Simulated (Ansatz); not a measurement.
# CHS+ (SMILES [CH+]=S): single points off equilibrium

An exercise on one series of results from a longer session: the logs are not shown, and one member is left open.

Computed with Ansatz 0.2.0, Gaussian basis. Level: single points in def2-TZVPP.

Cores are frozen in the correlated methods.

### Starting geometry

SMILES `[CH+]=S`, 3 atoms, charge 1, spin multiplicity 1.

Atoms are counted from 1 here; the program's logs count them from 0.

Bond lengths: C1–S2 1.535 Å, C1–H3 1.050 Å. Angles: S2–C1–H3 174.7°.

Geometry (Å):

| atom | x (Å) | y (Å) | z (Å) |
| --- | --- | --- | --- |
| C1 | -0.1356 | -0.0040 | -0.0923 |
| S2 | 1.2024 | -0.1603 | 0.6434 |
| H3 | -1.0418 | 0.1993 | -0.5813 |

The first run:

Input file run/in.yaml:

```yaml
crystal:
  periodic: [false, false, false]
  atoms:
    - {symbol: C, position_ang: [-0.135600, -0.004000, -0.092300]}
    - {symbol: S, position_ang: [1.202400, -0.160300, 0.643400]}
    - {symbol: H, position_ang: [-1.041800, 0.199300, -0.581300]}
basis:
  gaussian: {orbitals: def2-TZVPP}
total_charge: 1
correlation: {method: ccsd_t}
output: {forces: true}
```

No record of the launch command was kept for these runs.

Steps of the session up to this table: CCSD(T)/def2-TZVPP; PBE0-D4/def2-TZVPP; wB97M-V/def2-TZVPP; r2SCAN-D4/def2-TZVPP; PBE-D4/def2-TZVPP; r2SCANh-D4/def2-TZVPP; BLYP-D4/def2-TZVPP.

One table of the session follows, with a row left open; its other results are not shown here.

| method | RMS force component (eV/Å) | angle to CCSD(T) forces (°) |
| --- | --- | --- |
| CCSD(T) | 1.853 | reference |
| PBE0-D4 | 2.447 | 3.3 |
| wB97M-V | ? | ? |
| r2SCAN-D4 | 2.246 | 2.4 |
| PBE-D4 | 1.994 | 2.6 |
| r2SCANh-D4 | 2.388 | 3.8 |
| BLYP-D4 | 1.864 | 2.1 |

Estimate the missing values for wB97M-V.

The run gave: RMS force component (eV/Å): 2.567; angle to CCSD(T) forces (°): 5.0. In the column «RMS force component (eV/Å)» it is the highest.
